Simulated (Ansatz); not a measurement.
# How far each method lies from full CI for LiH, singlet

Geometry: MP2(full)/6-31G*, from the G2/97 set.

```yaml
atoms:
  - { symbol: Li, position_ang: [0.0000, 0.0000, 0.0000] }
  - { symbol: H, position_ang: [0.0000, 0.0000, 1.6400] }
```

Basis STO-3G; Ansatz 0.2.0. Only valence electrons are correlated (noble-gas cores frozen), which leaves 2 electrons in 5 orbitals. Prefix R: restricted or restricted open-shell reference. Active spaces: valence = (2e, 5o) chosen from the atoms' valence shells. The metal's outer-core shells are frozen, which leaves out core–valence correlation.

Full CI is exact within this basis and frozen core; it isn't the basis-set limit.

```
UHF ⟨S²⟩                          : 0.000
T1 diagnostic (RCCSD)             : 0.0286
largest doubles amplitude (RCCSD) : 0.119
```

| level | E − E(full CI) (meV) | share of correlation (%) | wall time |
| --- | --- | --- | --- |
| RHF | 569 | 0.00 | – |
| RMP2 | 215 | 62.18 | – |
| RCCSD | 0 | 100.01 | 0.09 s |
| RCCSD(T) | 0 | 100.01 | 0.09 s |
| BCCD(T) | 0 | 100.01 | 0.12 s |

The correlation energy at full CI, counted from RHF, is -0.569 eV. That run took 0.06 s on 1 thread of Arm Neoverse V1, shared host over 11 determinants.

Run but not shown, since their state or frozen core can't be matched to the reference's or they repeat it: CASSCF (valence space), NEVPT2 (valence space), MRCISD (valence space), MRCISD+Q (valence space).

Times hold each run's SCF and search for its determinant on a shared host, so for small cases they say little of a method's own cost; they ran on 1 thread of Arm Neoverse V1.

The full-CI state has the irrep A1 of C2v, in the program's axes (one component, if the state is degenerate).

Natural occupations of full CI about the gap: 1.952 0.045 0.001 0.001 0.000; effectively unpaired electrons, Σ n²(2−n)², 0.02.

Atomization energy (electronic, same basis, no zero-point term; atoms at the same level, unrestricted beside the R rows where the molecule is a closed shell, with restricted open-shell steps beyond CCSDT(Q)) at full CI: 260.2 kJ/mol. Errors of other levels:

| level | error (kJ/mol) |
| --- | --- |
| RHF | -54.9 |
| RMP2 | -20.8 |
| RCCSD | 0.0 |
| RCCSD(T) | 0.0 |
| BCCD(T) | 0.0 |

This basis is far from its limit, so the value isn't to be set against a measured one.
